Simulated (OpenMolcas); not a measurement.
**SiHOF (SMILES O[Si]F) at 6 levels**

We compute a comparison of 6 runs (HF/STO-3G, HF/def2-SVP, PBE0/6-31G**, PW91/Sadlej_pVTZ, SOS-MP2/6-31G, CCSD/def2-SVPD) of SiHOF. 

Program for the calculation: OpenMolcas 26.06.

9 further runs of the same task are left out: 2 that didn't finish, 7 set aside as unsound or not needed.

### 1 The molecule

SiHOF: 4 atoms, total charge 0, spin state singlet. As SMILES, `O[Si]F`. Geometry: relaxed at GFN2-xTB.

Bond lengths: O1–Si2 1.607 Å, Si2–F3 1.648 Å, O1–H4 0.960 Å. Angles: O1–Si2–F3 98.8°, Si2–O1–H4 126.0°.

### 2 Energy and forces at HF/STO-3G (run 1)

Input file geom.xyz:

```xyz
4

O     -0.560720     0.735830    -0.178750
Si     0.270050     0.078240     1.029450
F      0.903200    -1.214360     0.226270
H     -0.612530     0.400300    -1.076970
```

Input file calc.inp:

```
* FHOSi Hartree-Fock

&GATEWAY
  BasLib = $CurrDir
  Coord = geom.xyz
  Basis = STO-3G
  Group = NoSym

&SEWARD

&SCF
  Thresholds = 1e-10 1e-07 1e-07 1e-05
  PrOrbitals = 0

&ALASKA
```

The basis set STO-3G is read from a file made from the Basis Set Exchange's data (not shown).

Run with:

```
$ export MOLCAS_MEM=1860
$ pymolcas calc.inp > calc.log
```

The program printed:

```text
--- Start Module: gateway ---
[...]
--- Stop Module: gateway /rc=_RC_ALL_IS_WELL_ ---
[...]
      Basis functions           20
[...]
--- Start Module: scf ---
[...]
       Convergence after  12 Iterations
[...]
::    Total SCF energy                               -458.0653835183
[...]
      Total spin, S                                     0.0000000000
[...]
      Total electronic charge=   32.000000
      Total            charge=   -0.000000
[...]
      Dipole Moment (debye):
      Origin of the operator (angstrom)=    0.2365   -0.1361    0.4557
                   X= -4.8391E-02               Y= -4.8617E-02               Z= -2.6429E-01           Total=  2.7305E-01
      Quadrupole Moment (debye*angstrom):
[...]
--- Stop Module: scf /rc=_RC_ALL_IS_WELL_ ---
--- Start Module: alaska ---
[...]
 *              Molecular gradients               *
 **************************************************
  Irreducible representation: a
 ------------------------------------------------------------------------------------------
                              X                       Y                       Z
 ------------------------------------------------------------------------------------------
  O1                1.19413427241088E-02   -2.19718875963952E-02   -9.91567623863610E-03
  SI2              -2.09635308817306E-02    2.93748797706570E-02   -2.68875901441490E-03
  F3                1.46881895012223E-02   -2.49025586450458E-02   -7.52312934705834E-03
  H4               -5.66600134359418E-03    1.74995664707838E-02    2.01275646001053E-02
 ------------------------------------------------------------------------------------------
--- Stop Module: alaska /rc=_RC_ALL_IS_WELL_ ---
[...]
```

Wall time 2.3 s (1 thread of Intel Xeon Platinum 8488C (Sapphire Rapids), shared host); peak memory 0.37 GiB.

### 3 Energy and gradient at HF/def2-SVP (run 2)

Input file struct.xyz:

```xyz
4

O     -0.560720     0.735830    -0.178750
Si     0.270050     0.078240     1.029450
F      0.903200    -1.214360     0.226270
H     -0.612530     0.400300    -1.076970
```

Input file job.input:

```
&GATEWAY
BasLib=$CurrDir
Coord=struct.xyz
Basis=def2-SVP
Group=NoSym
&SEWARD
&SCF
Thresholds=1e-10 1e-07 1e-07 1e-05
PrOrbitals=0
&ALASKA
```

The basis set def2-SVP is read from a file made from the Basis Set Exchange's data (not shown).

Run with:

```
$ export MOLCAS_MEM=1860
$ pymolcas job.input > job.log
```

The program printed:

```text
--- Start Module: gateway ---
[...]
--- Stop Module: gateway /rc=_RC_ALL_IS_WELL_ ---
[...]
      Basis functions           51
[...]
--- Start Module: scf ---
[...]
       Convergence after  13 Iterations
[...]
::    Total SCF energy                               -463.6540514168
[...]
      Total spin, S                                     0.0000000000
[...]
      Total electronic charge=   32.000000
      Total            charge=   -0.000000
[...]
      Dipole Moment (debye):
      Origin of the operator (angstrom)=    0.2365   -0.1361    0.4557
                   X= -5.3420E-01               Y=  3.6092E-01               Z= -9.1755E-01           Total=  1.1214E+00
      Quadrupole Moment (debye*angstrom):
[...]
--- Stop Module: scf /rc=_RC_ALL_IS_WELL_ ---
[...]
--- Start Module: alaska ---
[...]
 *              Molecular gradients               *
 **************************************************
  Irreducible representation: a
 ------------------------------------------------------------------------------------------
                              X                       Y                       Z
 ------------------------------------------------------------------------------------------
  O1                1.30128302713004E-02   -6.66674724496019E-03    2.69451835348553E-02
  SI2              -1.37402618625848E-02    1.72005494725349E-02   -6.24792088252590E-03
  F3                2.57791125585349E-03   -6.73373555676093E-03   -6.45001719396721E-03
  H4               -1.85047966461160E-03   -3.80006667083843E-03   -1.42472454583817E-02
 ------------------------------------------------------------------------------------------
--- Stop Module: alaska /rc=_RC_ALL_IS_WELL_ ---
[...]
```

It took 3.3 s on 1 thread of Intel Xeon Platinum 8488C (Sapphire Rapids), shared host; peak memory 0.38 GiB.

Runs 3 to 5 aren't shown in full; the table further down has their settings and results.

### 4 The energy at CCSD/def2-SVPD (run 6)

Input file coord.xyz:

```xyz
4

O     -0.560720     0.735830    -0.178750
Si     0.270050     0.078240     1.029450
F      0.903200    -1.214360     0.226270
H     -0.612530     0.400300    -1.076970
```

Input file test.input:

```
* FHOSi CCSD
>>> EXPORT MOLCAS_PRINT=2
&GATEWAY
BasLib=$CurrDir
Coord=coord.xyz
Basis=def2-SVPD
Group=NoSym
&SEWARD
&SCF
Thresholds=1e-10 1e-07 1e-07 1e-05
PrOrbitals=1
&RASSCF
FileOrb=$Project.ScfOrb
Spin=1
Nactel=0 0 0
Inactive=16
Ras2=0
OutOrbitals=Canonical
OrbListing=Nothing
&MOTRA
JobIph
Frozen=7
&CCSDT
CCSD
Iterations=80
Accuracy=1e-08
Extrapolation=5 4
```

The basis set def2-SVPD is read from a file made from the Basis Set Exchange's data (not shown).

Run with:

```
$ export MOLCAS_MEM=1860
$ pymolcas test.input > test.log
```

The program printed:

```text
--- Start Module: gateway ---
[...]
--- Stop Module: gateway /rc=_RC_ALL_IS_WELL_ ---
[...]
      Basis functions           78
[...]
       Convergence after  13 Iterations
[...]
::    Total SCF energy                               -463.6729371339
[...]
      Total spin, S                                     0.0000000000
[...]
      Number of active orbitals                  0
[...]
      Spin quantum number                      0.0
[...]
      Active orbitals                            0
[...]
      Number of CSFs                             1
[...]
      Number of root(s) required                 1
[...]
      Convergence after  4 iterations
[...]
      Natural orbitals and occupation numbers for root  1
      ************************************************************************************************************************
      *                                                    Final results                                                     *
      ************************************************************************************************************************
[...]
::    RASSCF root number  1 Total energy:   -463.67293713
[...]
      Total electronic charge=   32.000000
      Total            charge=   -0.000000
[...]
      Dipole Moment (debye):
      Origin of the operator (angstrom)=    0.2365   -0.1361    0.4557
                   X= -5.3419E-01               Y=  3.9153E-01               Z= -8.5039E-01           Total=  1.0779E+00
      Quadrupole Moment (debye*angstrom):
[...]
--- Start Module: motra ---
[...]
--- Stop Module: motra /rc=_RC_ALL_IS_WELL_ ---
[...]
--- Start Module: ccsdt ---
[...]
      Convergence after                    17  Iterations
      Total energy (diff) :    -464.16512731       0.00000000
[...]
--- Stop Module: ccsdt /rc=_RC_ALL_IS_WELL_ ---
[...]
```

It took 26 s on 1 thread of Intel Xeon Platinum 8488C (Sapphire Rapids), shared host; peak memory 0.44 GiB.

### 5 The series

```tsv
run	level	integration grid	task	energy (Eh)	dipole moment (D) of the reference	HOMO energy (eV)	LUMO energy (eV)	wall time
1	HF/STO-3G	–	gradient	-458.065384	0.27	-6.96	7.27	2.3 s
2	HF/def2-SVP	–	gradient	-463.654051	1.12	-10.40	1.90	3.3 s
3	PBE0/6-31G** (spherical functions)	UltraFine	gradient	-464.909076	1.28	-7.63	-1.27	10 s
4	PW91/Sadlej_pVTZ (C-PCM heptane)	–	properties	-465.239066	0.91	-6.08	-1.84	16 s
5	SOS-MP2/6-31G (Cholesky decomposition)	–	energy	-464.053427	0.75	-10.79	1.32	2.4 s
6	CCSD/def2-SVPD	–	energy	-464.165127	1.08	-10.53	1.55	26 s
```

### 6 Outcome

| quantity | value |
| --- | --- |
| run 6: total energy | -464.16513 Eh |
| run 6: dipole moment (mean-field density) | 1.08 D |
| run 6: HOMO energy (Hartree–Fock orbitals) | -10.53 eV |
| run 6: LUMO energy (Hartree–Fock orbitals) | 1.55 eV |
| run 6: HOMO–LUMO gap (Hartree–Fock orbitals) | 12.08 eV |
| run 6: correlation energy (7 core orbitals frozen) | -492.2 mEh |

What this shows: Over runs 1, 2, 3, 4 the dipole moment (its size) runs from 0.27 D (HF/STO-3G) to 1.28 D (PBE0/6-31G**). The two ends differ in method and basis. Over runs 1, 2, 3, 4 the HOMO–LUMO gap runs from 4.25 eV (PW91/Sadlej_pVTZ) to 14.23 eV (HF/STO-3G). The two ends differ in method and basis and solvent. Totals of different functionals can't be ranked against each other. In run 1 the basis is minimal, so the values are rough. All runs together took 60 s, the longest 26 s.
